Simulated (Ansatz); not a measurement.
# SiN2H5 radical: one species, many methods

How much do the methods differ for SiN2H5 radical? The plan is to run it at one geometry with functionals of several rungs and with coupled cluster. The yardstick is the atomisation energy at the CCSD(T) limit.

Program: Ansatz 0.2.0, Gaussian basis. Level of theory: functionals in def2-TZVPP, the program's frozen cores in correlated methods. These are calculated values, not measurements.

Levels to be run: LDA (SPW92), PBE-D4, revPBE-D4, BLYP-D4, r2SCAN-D4, B97M-V, PBE0-D4, B3LYP-D4, r2SCANh-D4, r2SCAN0-D4, HSE06-D4, BHLYP-D4, CAM-B3LYP-D4, LC-ωPBE, ωB97X-V, ωB97M-V, B2PLYP, PBE-QIDH; CCSD(T)/def2-SVP; CCSD(T)/def2-TZVPP; CCSD(T)/def2-QZVPP; extrapolation to the limit; RPA on PBE.

**1. The geometry**

An earlier PBE0-D4 in a triple-zeta def2 set relaxation fixed the geometry.

SMILES `[NH][SiH2]N`, 8 atoms, charge 0, spin multiplicity 2.

Atoms are counted from 1 here; the program's logs count them from 0.

Bond lengths: N1–Si2 1.751 Å, N1–H4 1.023 Å, Si2–N3 1.706 Å, Si2–H5 1.490 Å, Si2–H6 1.490 Å, N3–H7 1.007 Å, N3–H8 1.007 Å. Angles: Si2–N1–H4 112.5°, N1–Si2–N3 115.2°, N1–Si2–H5 107.4°, N1–Si2–H6 107.4°, N3–Si2–H5 107.6°, N3–Si2–H6 107.6°, H5–Si2–H6 111.7°, Si2–N3–H7 120.3°, Si2–N3–H8 120.3°, H7–N3–H8 110.9°.

**2. LDA**

This LDA is Slater exchange with PW92 correlation.

File in.yaml:

```yaml
crystal:
  periodic: [false, false, false]
  atoms:
    - {symbol: N, position_ang: [-1.539706, 0.534383, 0.421931]}
    - {symbol: Si, position_ang: [0.094198, 0.383717, -0.189789]}
    - {symbol: N, position_ang: [0.836161, -1.128117, 0.082235]}
    - {symbol: H, position_ang: [-1.943727, 1.456287, 0.236670]}
    - {symbol: H, position_ang: [0.040060, 0.600698, -1.662994]}
    - {symbol: H, position_ang: [0.921837, 1.420385, 0.488926]}
    - {symbol: H, position_ang: [1.138711, -1.386217, 1.007590]}
    - {symbol: H, position_ang: [0.544667, -1.938336, -0.440270]}
basis:
  gaussian: {orbitals: def2-TZVPP}
magnetization: {spin_polarized: true, initial_magnetization: 1}
hamiltonian: {xc: lda}
output: {orbitals: {seedname: orbitals}}
```

Run with:

```
$ ansatz run in.yaml --threads 2 --pin off --events-out ev --progress --plain --max-ram 32768MiB --backend cpu
```

After this run come: PBE-D4 (GGA); revPBE-D4 (GGA); BLYP-D4 (GGA); r2SCAN-D4 (meta-GGA); B97M-V (meta-GGA); PBE0-D4 (hybrid); B3LYP-D4 (hybrid); r2SCANh-D4 (hybrid); r2SCAN0-D4 (hybrid); HSE06-D4 (hybrid); BHLYP-D4 (hybrid); CAM-B3LYP-D4 (range-separated); LC-ωPBE (range-separated); ωB97X-V (range-separated); ωB97M-V (range-separated); B2PLYP (double hybrid); PBE-QIDH (double hybrid); CCSD(T) in def2-SVP; CCSD(T) in def2-TZVPP; CCSD(T) in def2-QZVPP; RPA on PBE orbitals.

Before running them: what should the planned runs give, taken together? Wanted: atomisation energy, CCSD(T)/CBS; farthest beyond LDA; mean size of error, GGA; mean size of error, meta-GGA; mean size of error, hybrid; mean size of error, range-separated; mean size of error, double hybrid; gap, smallest and largest; T1 diagnostic.

As calculated:

| quantity | value |
| --- | --- |
| atomisation energy, CCSD(T)/CBS | 2505.4 kJ/mol |
| functionals within 12.5 kJ/mol (0.5 %) | r2SCAN-D4, B97M-V |
| farthest beyond LDA | PBE-QIDH (-50.0 kJ/mol) |
| mean size of error, GGA | 29.0 kJ/mol |
| mean size of error, meta-GGA | 8.2 kJ/mol |
| mean size of error, hybrid | 29.2 kJ/mol |
| mean size of error, range-separated | 23.1 kJ/mol |
| mean size of error, double hybrid | 35.4 kJ/mol |
| gap, smallest and largest | 1.07 eV (LDA (SPW92)), 10.01 eV (LC-ωPBE) |
| T1 diagnostic | 0.0133 |
| triples share of the correlation energy | 3.4 % |

**Reading.** The LDA atomisation energy is off by 340.3 kJ/mol (14 %): it overbinds. PBE-D4 is off by +34.7 kJ/mol. Double hybrids carry the basis error of their MP2 part in triple zeta, and no dispersion term here, so their miss is partly the set-up's. By mean error the best rung here is meta-GGA (8.2 kJ/mol) and the worst beyond LDA is double hybrid (35.4 kJ/mol). Misses under about 12.5 kJ/mol are within the doubt on the reference itself, which lacks core-valence correlation, relativity and higher excitations. Hartree-Fock recovers 69 % of the binding; the rest is correlation. CCSD(T) in def2-SVP is off by -242.6 kJ/mol, so the small basis spoils what the method gains. Orbital gaps span 1.1 to 10.0 eV; exact exchange widens them.
